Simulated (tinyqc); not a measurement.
Inside a calculation (part 1 of 2). Method: UHF in the sto-3g basis, for BH, spin multiplicity 3. This run ends on a higher stationary point, not on the lowest solution. Computed by tinyqc, a small Python program that keeps every step (integrals from PySCF). Settings: charge = 0, multiplicity = 3, basis = sto-3g, energy threshold = 1e-09, iteration cap = 54, orthogonalisation = symmetric, start = Wolfsberg-Helmholz matrix, DIIS depth = 6, method = UHF. Command: `OMP_NUM_THREADS=1 python tinyqc.py 29410 29411 out.jsonl` (the two numbers bound the seeds that draw the settings). One thread of a shared host (Intel(R) Xeon(R) Processor @ 2.60GHz), about 0.1 s of CPU time with the checks. Later iterations appear only in the table of the cycle.

## One-electron integrals

Geometry (angstrom):
```
atom         x         y         z
B     0.000000  0.000000  0.000000
H     0.000000  0.000000  2.424000
```

Basis sto-3g: exponents (1/bohr^2) and contraction coefficients of normalised primitives:
```
element  l (shell)   exponent  coefficient
B            s (1)  48.791113     0.154329
B            s (1)   8.887362     0.535328
B            s (1)   2.405267     0.444635
B            s (2)   2.236956    -0.099967
B            s (2)   0.519821     0.399513
B            s (2)   0.169062     0.700115
B            p (3)   2.236956     0.155916
B            p (3)   0.519821     0.607684
B            p (3)   0.169062     0.391957
H            s (1)   3.425251     0.154329
H            s (1)   0.623914     0.535328
H            s (1)   0.168855     0.444635
```

Overlap, kinetic and nuclear-attraction integrals over the contracted functions; the nuclear repulsion is the sum of Za Zb / Rab.

nuclear repulsion = 1.09153715 hartree

overlap S, lower triangle:
```
           1B 1s     1B 2s    1B 2px    1B 2py    1B 2pz     2H 1s
1B 1s   1.000000
1B 2s   0.269328  1.000000
1B 2px  0.000000  0.000000  1.000000
1B 2py  0.000000  0.000000  0.000000  1.000000
1B 2pz  0.000000  0.000000  0.000000  0.000000  1.000000
2H 1s   0.003635  0.080675  0.000000  0.000000  0.114103  1.000000
```

kinetic energy T (hartree), lower triangle:
```
            1B 1s      1B 2s    1B 2px    1B 2py     1B 2pz     2H 1s
1B 1s   10.826302
1B 2s   -0.047967   0.359168
1B 2px   0.000000   0.000000  1.123881
1B 2py   0.000000   0.000000  0.000000  1.123881
1B 2pz   0.000000   0.000000  0.000000  0.000000   1.123881
2H 1s   -0.002223  -0.012897  0.000000  0.000000  -0.003349  0.760032
```

nuclear attraction V (hartree), lower triangle:
```
             1B 1s      1B 2s     1B 2px     1B 2py     1B 2pz      2H 1s
1B 1s   -23.365696
1B 2s    -3.198159  -3.989923
1B 2px    0.000000   0.000000  -3.952793
1B 2py    0.000000   0.000000   0.000000  -3.952793
1B 2pz   -0.004478  -0.045793   0.000000   0.000000  -3.973554
2H 1s    -0.042344  -0.205367   0.000000   0.000000  -0.271666  -2.318115
```

core Hamiltonian H = T + V (hartree), lower triangle:
```
             1B 1s      1B 2s     1B 2px     1B 2py     1B 2pz      2H 1s
1B 1s   -12.539393
1B 2s    -3.246126  -3.630755
1B 2px    0.000000   0.000000  -2.828912
1B 2py    0.000000   0.000000   0.000000  -2.828912
1B 2pz   -0.004478  -0.045793   0.000000   0.000000  -2.849674
2H 1s    -0.044566  -0.218264   0.000000   0.000000  -0.275015  -1.558083
```

## Two-electron integrals

Functions are numbered as in S; the eight-fold symmetry (ij|kl) = (ji|kl) = (kl|ij) leaves the list below.

Two-electron integrals (ij|kl) in chemists' order, unique and non-zero (hartree):
```
(11|11) 2.923513   (21|11) 0.518376   (21|21) 0.109262   (22|11) 0.744229
(22|21) 0.193177   (22|22) 0.544804   (31|31) 0.020264   (32|31) 0.029996
(32|32) 0.120346   (33|11) 0.742491   (33|21) 0.193240   (33|22) 0.544682
(33|33) 0.586773   (41|41) 0.020264   (42|41) 0.029996   (42|42) 0.120346
(43|43) 0.031630   (44|11) 0.742491   (44|21) 0.193240   (44|22) 0.544682
(44|33) 0.523513   (44|44) 0.586773   (51|51) 0.020264   (52|51) 0.029996
(52|52) 0.120346   (53|53) 0.031630   (54|54) 0.031630   (55|11) 0.742491
(55|21) 0.193240   (55|22) 0.544682   (55|33) 0.523513   (55|44) 0.523513
(55|55) 0.586773   (61|11) 0.006833   (61|21) 0.001444   (61|22) 0.002590
(61|33) 0.002576   (61|44) 0.002576   (61|51) 0.000129   (61|52) 0.000240
(61|55) 0.002619   (61|61) 0.000020   (62|11) 0.032871   (62|21) 0.008758
(62|22) 0.029474   (62|33) 0.028541   (62|44) 0.028541   (62|51) 0.000951
(62|52) 0.006999   (62|55) 0.031305   (62|61) 0.000127   (62|62) 0.003162
(63|31) 0.000585   (63|32) 0.003267   (63|53) 0.001140   (63|63) 0.000233
(64|41) 0.000585   (64|42) 0.003267   (64|54) 0.001140   (64|64) 0.000233
(65|11) 0.041070   (65|21) 0.011019   (65|22) 0.038417   (65|33) 0.036761
(65|44) 0.036761   (65|51) 0.001483   (65|52) 0.010717   (65|55) 0.041685
(65|61) 0.000163   (65|62) 0.004638   (65|65) 0.006918   (66|11) 0.218298
(66|21) 0.058792   (66|22) 0.218003   (66|33) 0.211297   (66|44) 0.211297
(66|51) 0.004474   (66|52) 0.045320   (66|55) 0.231314   (66|61) 0.000837
(66|62) 0.035293   (66|65) 0.056081   (66|66) 0.774606
```

## Orthogonalisation

S = U s U^T; symmetric (Loewdin) form X = U s^(-1/2) U^T, so that X^T S X = 1.

eigenvalues of S: 0.717752  0.890404  1.000000  1.000000  1.107292  1.284553

X, lower triangle:
```
            1B 1s      1B 2s    1B 2px    1B 2py     1B 2pz     2H 1s
1B 1s    1.028830
1B 2s   -0.141637   1.031441
1B 2px   0.000000   0.000000  1.000000
1B 2py   0.000000   0.000000  0.000000  1.000000
1B 2pz  -0.000668   0.003663  0.000000  0.000000   1.004954
2H 1s    0.006805  -0.042422  0.000000  0.000000  -0.057768  1.007522
```

## Starting guess

The start is the generalised Wolfsberg-Helmholz matrix (K = 1.75) built on H; D(s) = C_occ C_occ^T for each spin.

D(alpha) at the start, lower triangle:
```
            1B 1s     1B 2s    1B 2px    1B 2py    1B 2pz     2H 1s
1B 1s    0.972955
1B 2s    0.045588  0.006100
1B 2px   0.000000  0.000000  1.000000
1B 2py   0.000000  0.000000  0.000000  1.000000
1B 2pz  -0.019181  0.060985  0.000000  0.000000  0.966507
2H 1s   -0.004669  0.005554  0.000000  0.000000  0.090221  0.008431
```

D(beta) at the start, lower triangle:
```
            1B 1s     1B 2s    1B 2px    1B 2py    1B 2pz     2H 1s
1B 1s    0.972955
1B 2s    0.045588  0.006100
1B 2px   0.000000  0.000000  0.000000
1B 2py   0.000000  0.000000  0.000000  0.000000
1B 2pz  -0.019181  0.060985  0.000000  0.000000  0.966507
2H 1s   -0.004669  0.005554  0.000000  0.000000  0.090221  0.008431
```

## Iteration 1: building the Fock matrix

J_ij = sum D_kl (ij|kl) with D = D(alpha) + D(beta), K_ij = sum D_kl (ik|jl) for each spin; F = H + J - K(s); E = tr D H + tr D J / 2 - 0.5 sum_s tr D(s) K(s) + E_nn.

Coulomb J (hartree), lower triangle:
```
           1B 1s     1B 2s    1B 2px    1B 2py    1B 2pz     2H 1s
1B 1s   8.731834
1B 2s   1.796145  3.650464
1B 2px  0.000000  0.000000  3.626364
1B 2py  0.000000  0.000000  0.000000  3.626364
1B 2pz  0.006392  0.031838  0.000000  0.000000  3.687561
2H 1s   0.023930  0.187488  0.000000  0.000000  0.242539  1.352676
```

exchange K(alpha) (hartree), lower triangle:
```
            1B 1s     1B 2s    1B 2px    1B 2py    1B 2pz     2H 1s
1B 1s    2.952466
1B 2s    0.633439  0.485785
1B 2px   0.000000  0.000000  0.672396
1B 2py   0.000000  0.000000  0.000000  0.672396
1B 2pz  -0.000775  0.040302  0.000000  0.000000  0.661249
2H 1s    0.010542  0.027305  0.000000  0.000000  0.067498  0.024795
```

exchange K(beta) (hartree), lower triangle:
```
            1B 1s     1B 2s    1B 2px    1B 2py    1B 2pz     2H 1s
1B 1s    2.911938
1B 2s    0.573447  0.245093
1B 2px   0.000000  0.000000  0.053993
1B 2py   0.000000  0.000000  0.000000  0.053993
1B 2pz  -0.000775  0.040302  0.000000  0.000000  0.597990
2H 1s    0.009372  0.020772  0.000000  0.000000  0.065217  0.024330
```

F(alpha) (hartree), lower triangle:
```
            1B 1s      1B 2s    1B 2px    1B 2py     1B 2pz      2H 1s
1B 1s   -6.760025
1B 2s   -2.083420  -0.466076
1B 2px   0.000000   0.000000  0.125056
1B 2py   0.000000   0.000000  0.000000  0.125056
1B 2pz   0.002688  -0.054256  0.000000  0.000000   0.176638
2H 1s   -0.031178  -0.058081  0.000000  0.000000  -0.099974  -0.230202
```

F(beta) (hartree), lower triangle:
```
            1B 1s      1B 2s    1B 2px    1B 2py     1B 2pz      2H 1s
1B 1s   -6.719497
1B 2s   -2.023428  -0.225384
1B 2px   0.000000   0.000000  0.743458
1B 2py   0.000000   0.000000  0.000000  0.743458
1B 2pz   0.002688  -0.054256  0.000000  0.000000   0.239898
2H 1s   -0.030009  -0.051548  0.000000  0.000000  -0.097694  -0.229737
```

total energy of this density = -23.52745982 hartree

## Iteration 1: diagonalisation and new density

Diagonalise F' = X^T F X, C = X C', fill 4 alpha and 2 beta electrons from the bottom; D(s) = C_occ C_occ^T. Each column has its largest component positive (the first on a tie).

F' = X^T F X (alpha) (hartree), lower triangle:
```
           1          2         3         4          5          6
1  -6.557929
2  -1.198737  -0.018807
3   0.000000   0.000000  0.125056
4   0.000000   0.000000  0.000000  0.125056
5   0.008005  -0.048924  0.000000  0.000000   0.188853
6   0.016728  -0.043785  0.000000  0.000000  -0.096404  -0.217131
```

orbital energies (alpha) (hartree): MO1 -6.770764, MO2 -0.245979, MO3 0.125056, MO4 0.125056, MO5 0.167638, MO6 0.244091

coefficients C (alpha):
```
              MO1        MO2       MO3        MO4        MO5        MO6
1B 1s    0.988222  -0.032784  0.000000   0.000000  -0.239687   0.208544
1B 2s    0.040894   0.091781  0.000000   0.000000   0.785598  -0.677114
1B 2px   0.000000   0.000000  0.953122  -0.302586   0.000000   0.000000
1B 2py   0.000000   0.000000  0.302586   0.953122   0.000000   0.000000
1B 2pz   0.000138   0.174294  0.000000   0.000000   0.642873   0.754731
2H 1s   -0.002074   0.953889  0.000000   0.000000  -0.314704  -0.106474
```

F' = X^T F X (beta) (hartree), lower triangle:
```
           1          2         3         4          5          6
1  -6.527683
2  -1.174907   0.219985
3   0.000000   0.000000  0.743458
4   0.000000   0.000000  0.000000  0.743458
5   0.008042  -0.048327  0.000000  0.000000   0.252477
6   0.016063  -0.046960  0.000000  0.000000  -0.097782  -0.216855
```

orbital energies (beta) (hartree): MO1 -6.726415, MO2 -0.241457, MO3 0.262940, MO4 0.432857, MO5 0.743458, MO6 0.743458

coefficients C (beta):
```
              MO1        MO2        MO3        MO4        MO5       MO6
1B 1s    0.990794  -0.019495  -0.074016  -0.301773   0.000000  0.000000
1B 2s    0.032404   0.050296   0.252205   1.009236   0.000000  0.000000
1B 2px   0.000000   0.000000   0.000000   0.000000  -0.666659  0.745363
1B 2py   0.000000   0.000000   0.000000   0.000000   0.745363  0.666659
1B 2pz   0.000024   0.146755   0.966762  -0.238993   0.000000  0.000000
2H 1s   -0.001605   0.967454  -0.283168  -0.064269   0.000000  0.000000
```

D(alpha) after iteration 1, lower triangle:
```
            1B 1s     1B 2s    1B 2px    1B 2py    1B 2pz     2H 1s
1B 1s    0.977658
1B 2s    0.037403  0.010096
1B 2px   0.000000  0.000000  1.000000
1B 2py   0.000000  0.000000  0.000000  1.000000
1B 2pz  -0.005578  0.016002  0.000000  0.000000  0.030378
2H 1s   -0.033322  0.087464  0.000000  0.000000  0.166257  0.909909
```

D(beta) after iteration 1, lower triangle:
```
            1B 1s     1B 2s    1B 2px    1B 2py    1B 2pz     2H 1s
1B 1s    0.982054
1B 2s    0.031125  0.003580
1B 2px   0.000000  0.000000  0.000000
1B 2py   0.000000  0.000000  0.000000  0.000000
1B 2pz  -0.002837  0.007382  0.000000  0.000000  0.021537
2H 1s   -0.020450  0.048607  0.000000  0.000000  0.141979  0.935969
```

Within a degenerate level the vectors are fixed only up to a rotation; this is one choice.

## Iteration 2: building the Fock matrix

As before.

Coulomb J (hartree), lower triangle:
```
           1B 1s     1B 2s    1B 2px    1B 2py    1B 2pz     2H 1s
1B 1s   7.770479
1B 2s   1.547541  3.043876
1B 2px  0.000000  0.000000  3.046648
1B 2py  0.000000  0.000000  0.000000  3.046648
1B 2pz  0.010480  0.097265  0.000000  0.000000  3.027404
2H 1s   0.020598  0.193892  0.000000  0.000000  0.267712  2.349403
```

exchange K(alpha) (hartree), lower triangle:
```
            1B 1s     1B 2s    1B 2px    1B 2py    1B 2pz     2H 1s
1B 1s    2.939079
1B 2s    0.601735  0.380896
1B 2px   0.000000  0.000000  0.643757
1B 2py   0.000000  0.000000  0.000000  0.643757
1B 2pz  -0.000240  0.024177  0.000000  0.000000  0.126285
2H 1s    0.008639  0.067457  0.000000  0.000000  0.099289  0.730470
```

exchange K(beta) (hartree), lower triangle:
```
            1B 1s     1B 2s    1B 2px    1B 2py    1B 2pz     2H 1s
1B 1s    2.904059
1B 2s    0.537113  0.131323
1B 2px   0.000000  0.000000  0.023715
1B 2py   0.000000  0.000000  0.000000  0.023715
1B 2pz  -0.000077  0.016546  0.000000  0.000000  0.054128
2H 1s    0.007654  0.052082  0.000000  0.000000  0.090033  0.744584
```

F(alpha) (hartree), lower triangle:
```
            1B 1s      1B 2s     1B 2px     1B 2py     1B 2pz     2H 1s
1B 1s   -7.707994
1B 2s   -2.300319  -0.967774
1B 2px   0.000000   0.000000  -0.426021
1B 2py   0.000000   0.000000   0.000000  -0.426021
1B 2pz   0.006242   0.027295   0.000000   0.000000   0.051445
2H 1s   -0.032607  -0.091828   0.000000   0.000000  -0.106592  0.060851
```

F(beta) (hartree), lower triangle:
```
            1B 1s      1B 2s    1B 2px    1B 2py     1B 2pz     2H 1s
1B 1s   -7.672974
1B 2s   -2.235698  -0.718201
1B 2px   0.000000   0.000000  0.194021
1B 2py   0.000000   0.000000  0.000000  0.194021
1B 2pz   0.006078   0.034926  0.000000  0.000000   0.123602
2H 1s   -0.031622  -0.076454  0.000000  0.000000  -0.097336  0.046736
```

total energy of this density = -24.00913747 hartree

## Iteration 2: DIIS over 2 matrices

error matrix X^T (FDS - SDF) X (alpha):
```
           1          2         3         4          5          6
1   0.000000  -0.056790  0.000000  0.000000  -0.002863   0.027330
2   0.056790   0.000000  0.000000  0.000000  -0.013010  -0.104059
3   0.000000   0.000000  0.000000  0.000000   0.000000   0.000000
4   0.000000   0.000000  0.000000  0.000000   0.000000   0.000000
5   0.002863   0.013010  0.000000  0.000000   0.000000  -0.099384
6  -0.027330   0.104059  0.000000  0.000000   0.099384   0.000000
```

B (overlaps of the stored error matrices):
```
                1               2
1   1.3693560e-01  -3.9110388e-02
2  -3.9110388e-02   8.0140976e-02
```

Minimise |sum c_i e_i|^2 with sum c_i = 1: solve [B -1; -1 0][c; lambda] = [0; -1] with B_ij = tr e_i^T e_j summed over both spins, and take F = sum c_i F_i.

DIIS coefficients: 0.403835  0.596165

extrapolated F(alpha) (hartree), lower triangle:
```
            1B 1s      1B 2s     1B 2px     1B 2py     1B 2pz      2H 1s
1B 1s   -7.325171
1B 2s   -2.212728  -0.765171
1B 2px   0.000000   0.000000  -0.203477
1B 2py   0.000000   0.000000   0.000000  -0.203477
1B 2pz   0.004807  -0.005638   0.000000   0.000000   0.102002
2H 1s   -0.032030  -0.078200   0.000000   0.000000  -0.103920  -0.056687
```

extrapolated F(beta) (hartree), lower triangle:
```
            1B 1s      1B 2s    1B 2px    1B 2py     1B 2pz      2H 1s
1B 1s   -7.287927
1B 2s   -2.149976  -0.519184
1B 2px   0.000000   0.000000  0.415903
1B 2py   0.000000   0.000000  0.000000  0.415903
1B 2pz   0.004709  -0.001089  0.000000  0.000000   0.170566
2H 1s   -0.030970  -0.066396  0.000000  0.000000  -0.097480  -0.064913
```

## Iteration 2: diagonalisation and new density

As before.

F' = X^T F X (alpha) (hartree), lower triangle:
```
           1          2          3          4          5          6
1  -7.124404
2  -1.212826  -0.308134
3   0.000000   0.000000  -0.203477
4   0.000000   0.000000   0.000000  -0.203477
5   0.003160   0.001658   0.000000   0.000000   0.114872
6   0.020201  -0.062972   0.000000   0.000000  -0.108327  -0.039330
```

orbital energies (alpha) (hartree): MO1 -7.333786, MO2 -0.203477, MO3 -0.203477, MO4 -0.156237, MO5 -0.041390, MO6 0.174417

coefficients C (alpha):
```
              MO1       MO2        MO3        MO4        MO5        MO6
1B 1s    0.989734  0.000000   0.000000  -0.222979  -0.218205  -0.041124
1B 2s    0.035928  0.000000   0.000000   0.728223   0.729919   0.146160
1B 2px   0.000000  0.922003  -0.387182   0.000000   0.000000   0.000000
1B 2py   0.000000  0.387182   0.922003   0.000000   0.000000   0.000000
1B 2pz  -0.000439  0.000000   0.000000   0.219940  -0.386531   0.903053
2H 1s   -0.001760  0.000000   0.000000   0.599577  -0.610803  -0.536384
```

F' = X^T F X (beta) (hartree), lower triangle:
```
           1          2         3         4          5          6
1  -7.098343
2  -1.186237  -0.065026
3   0.000000   0.000000  0.415903
4   0.000000   0.000000  0.000000  0.415903
5   0.002536   0.006504  0.000000  0.000000   0.183374
6   0.018534  -0.060713  0.000000  0.000000  -0.105446  -0.048766
```

orbital energies (beta) (hartree): MO1 -7.293036, MO2 -0.103354, MO3 0.134923, MO4 0.232706, MO5 0.415903, MO6 0.415903

coefficients C (beta):
```
              MO1        MO2        MO3        MO4        MO5       MO6
1B 1s    0.992304  -0.065708  -0.284809  -0.092181   0.000000  0.000000
1B 2s    0.027313   0.210239   0.968108   0.321815   0.000000  0.000000
1B 2px   0.000000   0.000000   0.000000   0.000000   0.987549  0.157314
1B 2py   0.000000   0.000000   0.000000   0.000000  -0.157314  0.987549
1B 2pz  -0.000493   0.280597  -0.350125   0.901089   0.000000  0.000000
2H 1s   -0.001310   0.890710  -0.131784  -0.457768   0.000000  0.000000
```

D(alpha) after iteration 2, lower triangle:
```
            1B 1s     1B 2s    1B 2px    1B 2py    1B 2pz     2H 1s
1B 1s    1.029294
1B 2s   -0.126819  0.531600
1B 2px   0.000000  0.000000  1.000000
1B 2py   0.000000  0.000000  0.000000  1.000000
1B 2pz  -0.049477  0.160149  0.000000  0.000000  0.048374
2H 1s   -0.135436  0.436563  0.000000  0.000000  0.131872  0.359496
```

D(beta) after iteration 2, lower triangle:
```
            1B 1s     1B 2s    1B 2px    1B 2py    1B 2pz     2H 1s
1B 1s    0.988986
1B 2s    0.013288  0.044946
1B 2px   0.000000  0.000000  0.000000
1B 2py   0.000000  0.000000  0.000000  0.000000
1B 2pz  -0.018927  0.058979  0.000000  0.000000  0.078735
2H 1s   -0.059827  0.187226  0.000000  0.000000  0.249931  0.793366
```

Within a degenerate level the vectors are fixed only up to a rotation; this is one choice.

## Iteration 3: building the Fock matrix

As before.

Coulomb J (hartree), lower triangle:
```
           1B 1s     1B 2s    1B 2px    1B 2py    1B 2pz     2H 1s
1B 1s   8.112575
1B 2s   1.630393  3.247324
1B 2px  0.000000  0.000000  3.251809
1B 2py  0.000000  0.000000  0.000000  3.251809
1B 2pz  0.017801  0.117708  0.000000  0.000000  3.226859
2H 1s   0.021768  0.193471  0.000000  0.000000  0.261511  2.003713
```

exchange K(alpha) (hartree), lower triangle:
```
            1B 1s     1B 2s    1B 2px    1B 2py    1B 2pz     2H 1s
1B 1s    2.976717
1B 2s    0.589968  0.625941
1B 2px   0.000000  0.000000  0.700236
1B 2py   0.000000  0.000000  0.000000  0.700236
1B 2pz  -0.002053  0.120873  0.000000  0.000000  0.191305
2H 1s    0.005523  0.137332  0.000000  0.000000  0.087285  0.327786
```

exchange K(beta) (hartree), lower triangle:
```
            1B 1s     1B 2s    1B 2px    1B 2py    1B 2pz     2H 1s
1B 1s    2.911399
1B 2s    0.535522  0.163151
1B 2px   0.000000  0.000000  0.030645
1B 2py   0.000000  0.000000  0.000000  0.030645
1B 2pz  -0.000473  0.056966  0.000000  0.000000  0.102606
2H 1s    0.007443  0.084582  0.000000  0.000000  0.119251  0.656945
```

F(alpha) (hartree), lower triangle:
```
            1B 1s      1B 2s     1B 2px     1B 2py     1B 2pz     2H 1s
1B 1s   -7.403535
1B 2s   -2.205701  -1.009371
1B 2px   0.000000   0.000000  -0.277339
1B 2py   0.000000   0.000000   0.000000  -0.277339
1B 2pz   0.015375  -0.048958   0.000000   0.000000   0.185880
2H 1s   -0.028321  -0.162125   0.000000   0.000000  -0.100789  0.117845
```

F(beta) (hartree), lower triangle:
```
            1B 1s      1B 2s    1B 2px    1B 2py     1B 2pz      2H 1s
1B 1s   -7.338217
1B 2s   -2.151255  -0.546581
1B 2px   0.000000   0.000000  0.392252
1B 2py   0.000000   0.000000  0.000000  0.392252
1B 2pz   0.013795   0.014949  0.000000  0.000000   0.274578
2H 1s   -0.030241  -0.109375  0.000000  0.000000  -0.132755  -0.211315
```

total energy of this density = -24.32398101 hartree
